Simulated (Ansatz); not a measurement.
A run of Ansatz (development build ahead of 0.2.0) on singlet CO2 at this shape:

```xyz
3

C     0.0000    0.0000    0.0000
O     0.0000    0.0000    1.1635
O     0.0000    0.0000   -1.1585
```

Its results:

| Item | Value |
| --- | --- |
| Converged | yes |
| Reference energy | -187.65090 hartree |
| Correlation energy | -0.48160 hartree |
| Total energy | -188.13250 hartree |
| Spin squared of the determinant | 0.000 |

Task: Which input gives this output? Name the method, the orbitals and the basis set, and write the input.

Result: RHF-MP2 in cc-pVDZ. An unrestricted run that stays on the closed shell gives the same numbers.

```yaml
crystal:
  periodic: [false, false, false]
  atoms:
    - { symbol: C, position_ang: [0.0, 0.0, 0.0] }
    - { symbol: O, position_ang: [0.0, 0.0, 1.1635] }
    - { symbol: O, position_ang: [0.0, 0.0, -1.1585] }
basis:
  gaussian: { orbitals: cc-pVDZ }
hamiltonian:
  xc: hf
correlation:
  method: mp2
  frozen_orbitals: { C: 1, O: 1 }
```
